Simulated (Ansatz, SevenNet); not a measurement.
**How the c axis length of Cu2ZnSnS4 (I-4, No. 82) moves with the method**

No measured value is used here.

| level (code) | value (Å) |
|---|---|
| SevenNet-l3i5 (SevenNet) | 10.929 |
| LDA (Ansatz) | (withheld) |
| PBE (Ansatz) | 10.936 |
| PBEsol (Ansatz) | (withheld) |
| PBE-D3(BJ) (Ansatz) | 10.789 |
| PBE-D4 (Ansatz) | 10.791 |

Question: What belongs in the gaps?

Answer: 
- LDA (Ansatz, an electronic-structure program), value (Å): 10.641
- PBEsol (Ansatz), value (Å): 10.752

Ansatz's density-functional and Hartree–Fock values are scalar-relativistic unless marked +SOC, with PAW data made under PBE.

Machine-learned potentials (SevenNet-l3i5) are trained on DFT data, which may include these solids.
